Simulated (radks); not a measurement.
# Mg³⁺ in [He] 2s2 2p5: an all-electron calculation

What are the levels of the magnesium ion Mg3+, how large are its shells, and how does its energy divide?

Method: scalar-relativistic Kohn-Sham, r2SCAN, spin-unpolarised, spherical densities, finite nucleus. Code: radks (a radial shooting solver on a logarithmic mesh, Libxc functionals) version 1.

## Step 1: Starting point

```
element            : magnesium (Z = 12)
charge             : +3
electrons          : 9
configuration      : [He] 2s2 2p5
nuclear rms radius : 3.057 fm
```

Outer shells as boxes (Hund's rule):

Mg³⁺
```
[He] core
2s [↑↓]
2p [↑↓][↑↓][↑ ]
```

## Step 2: Self-consistent calculation

Input:

```text
Z 12
configuration [He] 2s2 2p5
relativity scalar-relativistic
functional r2scan,r2scan
spin unpolarised
nucleus finite rms 3.057 fm
c 137.035999084
```

On the command line:

```
python run_ks.py task.json out
```

All runs below come from this command, one after another.

**Question.** What will this run give?

The runs gave:

```
                        quantity                  value
                    total energy     -196.51641 hartree
exchange-correlation share of it                 7.67 %
                            −T/E                 1.0015
          highest occupied level         2p, -97.435 eV
    most extended occupied level   2s, <r> = 0.670 bohr
 radius at density 0.001 e/bohr³              2.02 bohr
    maxima of the radial density                      2
         ionisation energy, NIST  109.27 (semi-emp.) eV
```

**Reading.** The radial density shows 2 maxima for 2 occupied principal shells. Minus the highest eigenvalue, 97.435 eV, is 89 % of the tabulated ionisation energy (109.27 eV); the potential of a semilocal functional falls off too fast, so its top eigenvalue is too shallow. Spin polarisation and multiplet splitting are left out.
